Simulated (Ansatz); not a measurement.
# H5NSi: the cost of one run

Method: RKS BHLYP/def2-SVPD, in Ansatz 0.2.0.

## Step 1: The structure to begin with

Bond lengths: Si1–N2 2.020 Å, N2–H3 1.060 Å, N2–H4 1.060 Å, Si1–H5 1.660 Å, Si1–H6 1.459 Å, Si1–H7 1.459 Å. Angles: Si1–N2–H3 87.0°, Si1–N2–H4 151.6°, H3–N2–H4 120.0°, N2–Si1–H5 45.6°, N2–Si1–H6 122.7°, N2–Si1–H7 122.7°, H5–Si1–H6 121.5°, H5–Si1–H7 121.5°, H6–Si1–H7 109.5°.

As a file:

```xyz
7

Si    0.0000    0.0000    0.0000
N     1.1383    0.0000    1.6687
H     0.2613   -0.2713    2.1987
H     2.0153    0.2713    2.1987
H     1.6341    0.0000    0.2923
H    -0.6877    1.1914   -0.4862
H    -0.6877   -1.1914   -0.4862
```

## Step 2: A restrained relaxation towards end A

Springs on the bonds that form and break draw the guess towards this end; the thresholds are loose.

The input, input.yaml:

```yaml
crystal:
  periodic: [false, false, false]
  atoms:
    - { symbol: Si, position_ang: [0.0, 0.0, 0.0] }
    - { symbol: "N", position_ang: [1.1383, 0.0, 1.6687] }
    - { symbol: H, position_ang: [0.2613, -0.2713, 2.1987] }
    - { symbol: H, position_ang: [2.0153, 0.2713, 2.1987] }
    - { symbol: H, position_ang: [1.6341, 0.0, 0.2923] }
    - { symbol: H, position_ang: [-0.6877, 1.1914, -0.4862] }
    - { symbol: H, position_ang: [-0.6877, -1.1914, -0.4862] }
basis:
  gaussian: { orbitals: def2-SVPD }
hamiltonian:
  xc: { name: BHLYP }
relax:
  f_tol: 0.15
  max_steps: 25
  restrain:
    - { distance: [1, 4], at: 2.26, k: 30.0 }
    - { distance: [0, 1], at: 1.82, k: 30.0 }
    - { distance: [0, 4], at: 1.46, k: 30.0 }
output:
  orbitals: {}
```

Run with:

```sh
$ ansatz run input.yaml --threads 2 --pin off --max-ram 3072MiB --backend cpu --events-out ev --progress --plain --runs-dir out
```

What time and memory should one allow on 2 threads of Arm Neoverse V1, shared host?

About 12 s, with a peak of 0.14 GiB.
